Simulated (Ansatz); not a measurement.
What does this script print? It uses Ansatz 0.2.0 through its Python package.

The script, `composite_c2h5b.py`:
```python
"""A composite energy for C2H5B: DFT geometry, MP2 basis limit, coupled-cluster correction."""

import itertools

import ansatz as az
from ase.data import atomic_numbers, covalent_radii
import numpy as np

geometry = (
    az.Crystal.molecule()
    .atom("B", (-0.6075, 0.8375, -0.6881))
    .atom("C", (0.3049, 0.2412, 0.3557))
    .atom("C", (0.411, -1.0775, 0.4542))
    .atom("H", (-1.2161, 0.2107, -1.431))
    .atom("H", (-0.7504, 2.0502, -0.7903))
    .atom("H", (0.8765, 0.9148, 1.0081))
    .atom("H", (-0.0844, -1.7584, -0.167))
    .atom("H", (1.1582, -1.4757, 1.2027))
)

job = geometry.calculation().basis(gaussian="def2-SVP").functional("r2scan", dispersion="d4")
symbols = [site.symbol for site in geometry.cartesian_sites]
start = np.array([site.position_ang for site in geometry.cartesian_sites], dtype=float)
data = job.relax(force_tolerance=0.01).run(threads=1, pin="off").report
end = np.array(data["positions_ang"])
# pairs closer than 1.2 times the sum of covalent radii, before or after
radius = [covalent_radii[atomic_numbers[s]] for s in symbols]
span = lambda where, i, j: np.linalg.norm(where[i] - where[j])
bonded = [(i, j) for i, j in itertools.combinations(range(len(symbols)), 2) if min(span(start, i, j), span(end, i, j)) < 1.2 * (radius[i] + radius[j])]
print("pair        before    after (A)")
for i, j in bonded:
    print(f"{symbols[i]}{i}-{symbols[j]}{j}".ljust(10), f"{span(start, i, j):8.4f} {span(end, i, j):8.4f}")

minimum = az.Crystal.molecule()
for symbol, place in zip(symbols, end):
    minimum = minimum.atom(symbol, place.tolist())
at_minimum = minimum.calculation()
# MP2 extrapolated to the basis limit, plus the small-basis difference CCSD(T) - MP2
level = lambda method, basis: at_minimum.basis(gaussian=basis).correlation(method).run(threads=1, pin="off").report
small, large, cluster = level("mp2", "cc-pVDZ"), level("mp2", "cc-pVTZ"), level("ccsd_t", "cc-pVDZ")
corr = lambda each: (each["free_energy_ev"] - each["reference_energy_ev"]) / 27.211386246
mp2_limit = (27 * corr(large) - 8 * corr(small)) / 19
pieces = {"HF / cc-pVTZ": large["reference_energy_ev"] / 27.211386246, "MP2 correlation, DZ-TZ limit": mp2_limit, "CCSD(T) - MP2 / cc-pVDZ": corr(cluster) - corr(small)}
for name, value in pieces.items():
    print(f"{name:32s} {value:14.6f} Ha")
print(f"{'sum':32s} {sum(pieces.values()):14.6f} Ha")
print("T1 diagnostic", round(cluster["correlation"]["coupled_cluster"]["t1_diagnostic"], 4))
```

```console
$ python composite_c2h5b.py
pair        before    after (A)
B0-C1        1.5092   1.5427
B0-H3        1.1468   1.2108
B0-H4        1.2254   1.2089
C1-C2        1.3266   1.3513
C1-H5        1.0982   1.0990
C2-H6        1.0464   1.0971
C2-H7        1.1301   1.0976
HF / cc-pVTZ                        -103.325777 Ha
MP2 correlation, DZ-TZ limit          -0.459781 Ha
CCSD(T) - MP2 / cc-pVDZ               -0.054866 Ha
sum                                 -103.840424 Ha
T1 diagnostic 0.0103
```

Total energies depend on the basis set; only differences at equal settings carry meaning. The sum leaves out core correlation, relativity, the Hartree-Fock basis error and zero-point energy; a DZ-TZ extrapolation is rough. Inner cores stay frozen, so this is valence correlation. An extrapolation from small basis sets is rough. Run time: 36 s on 1 thread of Arm Neoverse N1, on a shared host, peak memory 0.32 GiB.
